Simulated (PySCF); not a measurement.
Quadrupolar nuclei of hydrogen sulfate in NMR

Compound: hydrogen sulfate, HO4S (charge -1).
Numbering: `[O:1]=[S:2](=[O:3])([O-:4])[OH:5]` (hydrogens: H6 on O5)

Cartesian coordinates in Å at the PBE0-D3(BJ)/def2-SVP level; atoms count from 1:
```xyz
6
HO4S angstrom
O     -0.9519   -0.9638   -1.0129
S     -0.4556   -0.0254   -0.0001
O     -0.1380   -0.6381    1.3091
O     -1.1702    1.2538    0.0611
O      1.0886    0.3977   -0.5388
H      1.6334   -0.0201    0.1385
```

Computed at PBE0/pcSseg-1 (PySCF, non-relativistic):

```tsv
atom	environment	nucleus	spin I	Q (b)	CQ = χzz (MHz)	η
O1	oxygen bonded to S	17O	5/2	-0.0256	-9.199	0.208
S2	sulfonyl sulfur	33S	3/2	-0.0678	-14.770	0.065
O3	oxygen bonded to S	17O	5/2	-0.0256	-9.348	0.218
O5	hydroxyl oxygen	17O	5/2	-0.0256	10.857	0.856
```

Q: Recover the principal values of the field gradient from CQ = 234.96 MHz × Q × Vzz, η = (Vxx − Vyy)/Vzz and a zero trace.

A: The tensor is traceless, so η fixes the two smaller values:

| atom | Vxx (au) | Vyy (au) | Vzz (au) | Vzz (10²¹ V/m²) |
| --- | --- | --- | --- | --- |
| O1 | -0.605 | -0.924 | 1.529 | 14.86 |
| S2 | -0.434 | -0.493 | 0.927 | 9.01 |
| O3 | -0.608 | -0.946 | 1.554 | 15.10 |
| O5 | 0.130 | 1.675 | -1.805 | -17.54 |

Q: At 9.4 T, set νQ = 3|CQ|/[2I(2I − 1)] beside the Larmor frequency (|g| × 7.62259 MHz/T × B; g(17O) = −0.75752, g(33S) = 0.42921), and give PQ = |CQ|√(1 + η²/3).

A: 
```json
{"atom": "O1", "PQ (MHz)": "9.266", "νQ (MHz)": "1.380", "ν0 (MHz)": "54.28", "νQ/ν0": "0.025"}
{"atom": "S2", "PQ (MHz)": "14.78", "νQ (MHz)": "7.385", "ν0 (MHz)": "30.75", "νQ/ν0": "0.240"}
{"atom": "O3", "PQ (MHz)": "9.422", "νQ (MHz)": "1.402", "ν0 (MHz)": "54.28", "νQ/ν0": "0.026"}
{"atom": "O5", "PQ (MHz)": "12.11", "νQ (MHz)": "1.629", "ν0 (MHz)": "54.28", "νQ/ν0": "0.030"}
```

For O1: PQ = 9.199 × 1.0072, νQ = 9.199 × 0.1500, ν0 = 5.7742 MHz/T × 9.4 T.

Q: For half-integer spins with νQ below a tenth of ν0, find the second-order shift of the centre of gravity of the central transition at 9.4 and 14.1 T.

A: δ = −(3/40)(PQ/ν0)² [I(I + 1) − 3/4]/[I²(2I − 1)²], in ppm:

```tsv
site	9.4 T	14.1 T
17O at O1	-175	-77.7
17O at O3	-181	-80.4
17O at O5	-299	-133
```

Q: In the extreme-narrowing limit, with isotropic tumbling and one correlation time, the quadrupolar linewidth goes as PQ². What relative widths follow for the 17O sites?

A: O5 1, O3 0.61, O1 0.59, with O5 as 1.

Q: Quadrupolar 1/T1 and linewidth for τc = 8 ps (extreme narrowing, isotropic tumbling)?

A: 1/T1 = 1/T2 = (3π²/10)(2I + 3)/[I²(2I − 1)] × PQ² × τc; the width is 1/(πT2).

```tsv
site	spin factor (2I + 3)/[I²(2I − 1)]	1/T1 (s⁻¹)	T1 (ms)	linewidth (Hz)
17O at O1	0.320	651	1.54	207
33S at S2	1.333	6900	0.145	2200
17O at O3	0.320	673	1.49	214
17O at O5	0.320	1110	0.899	354
```

Geometry: PBE0-D3(BJ)/def2-SVP; no solvent, vibrations or thermal averaging. The pcSseg-1 basis has no diffuse functions, a weakness for an anion. With a basis this small, the couplings can be 20 % off.

The run behind these numbers computed NMR shieldings as well. On Arm Neoverse V2, one thread, on a shared host, this took 4.9 s of wall time.
